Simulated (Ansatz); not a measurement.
Cost and result for the atomization energy of CH$_{4}$AlN (`N=[CH][AlH2]`) (7 atoms, 6 bonds).

Total charge 0; spin multiplicity 1. Geometry: relaxed with PBE0-D4/def2-TZVP. It is one conformer, not always the lowest. Program: Ansatz. All runs use 2 threads of an Arm Neoverse V2 on a shared host. Times are those of one run each, without the atoms' runs, and a repeat can differ threefold. Electronic energies, without spin–orbit coupling; frozen cores. CCSD(T)/CBS adds CCSD(T) − MP2 in def2-TZVPP to the MP2 limit, and its time is that of the two runs behind it. T1 = 0.012; the RHF reference is unstable towards UHF. B3LYP takes the VWN-RPA correlation (the form of Gaussian; ORCA's B3LYP/G). HSE06 is the plane-wave form, built on full-range PBE exchange.

CCSD(T)/CBS is a level of theory with its own doubt, some kJ/mol a heavy atom from the limit and from the frozen cores, so smaller differences don't rank the functionals.

| level | functions | wall time | atomization (kJ/mol) | difference from CCSD(T)/CBS | per bond |
| --- | --- | --- | --- | --- | --- |
| CCSD(T)/def2-SVP | 66 | 0.65 s | 2112.8 | -133.0 | -22.2 |
| BLYP-D4/def2-TZVPP | 160 | 1.1 s | 2264.0 | 18.2 | 3.0 |
| PBE0-D4/def2-TZVPP | 160 | 1.4 s | 2232.2 | -13.6 | -2.3 |
| HSE06-D4/def2-TZVPP | 160 | 1.4 s | 2234.0 | -11.8 | -2.0 |
| BHLYP-D4/def2-TZVPP | 160 | 1.4 s | 2177.0 | -68.8 | -11.5 |
| B3LYP-D4/def2-TZVPP (with forces) | 160 | 1.8 s | 2256.5 | 10.7 | 1.8 |
| PBE-QIDH/def2-TZVPP | 160 | 2.2 s | 2206.6 | -39.2 | -6.5 |
| r2SCAN-D4/def2-TZVPP (with forces) | 160 | 2.6 s | 2234.6 | -11.2 | -1.9 |
| ωB97X-V/def2-TZVPP | 160 | 4.3 s | 2257.5 | 11.7 | 1.9 |
| ωB97M-V/def2-TZVPP (with forces) | 160 | 5.5 s | 2256.0 | 10.2 | 1.7 |
| MP2/def2-QZVPP | 304 | 7.5 s | 2237.7 | -8.1 | -1.4 |
| CCSD(T)/def2-TZVPP | 160 | 11 s | 2178.1 | -67.7 | -11.3 |
| CCSD(T)/CBS(def2) | – | 18 s | 2245.8 | 0.0 | 0.0 |

At CCSD(T), def2-SVP lies −133.0 kJ/mol from the extrapolated value and def2-TZVPP −67.6 kJ/mol: correlation converges slowly with the basis, and small sets miss more of it in the bonded molecule than in its fragments. From PBE to PBE0 (25 % exact exchange), in def2-TZVPP and without D4, the atomization energy moves by −51.7 kJ/mol: exact exchange takes away binding that semilocal exchange gives to molecules. The D4 term adds +15.5 kJ/mol with B3LYP and +8.0 kJ/mol with PBE0; it sums over pairs of atoms, weighted by their polarisabilities, and B3LYP, whose exchange is more repulsive, gets the larger term.
